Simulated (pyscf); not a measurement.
Optimised with ωB97X-D3(BJ)/def2-SVP in PySCF. MP2 and CC: frozen core, UHF for open shells. ΔMP2 is the change of the MP2 total energy from the triple- to the quadruple-zeta basis.

### Question
For the elementary gas-phase step GeH₄ (SMILES [GeH4]) + NH₂• (SMILES [NH2]) → GeH₃• (SMILES [GeH3]) + NH₃ (SMILES N) (doublet surface; Ge–H broken, H–N formed), what barrier and reaction energy does CCSD(T)/def2-TZVPP + ΔMP2(QZVPP) give, measured from the separated reactants?

### Answer
ΔE‡ = 3.5 kcal/mol, ΔE = -24.1 kcal/mol. Zero-point energy shifts the barrier by +1.0 kcal/mol. It is a hydrogen abstraction, with an imaginary mode of 588i cm⁻¹. One saddle was located; it need not be the lowest between these sides. The angle at the transferred H is 157°. The CCSD(T) − MP2 part came from Ansatz, without density fitting, on the same reference. The frozen core leaves the outer d or s,p core shells of the metals and heavy elements correlated in the MP2 and CC values, and def2-TZVPP describes them poorly, which can shift differences by a few kcal/mol. Elements up to Kr have no core potential and no relativistic terms here.
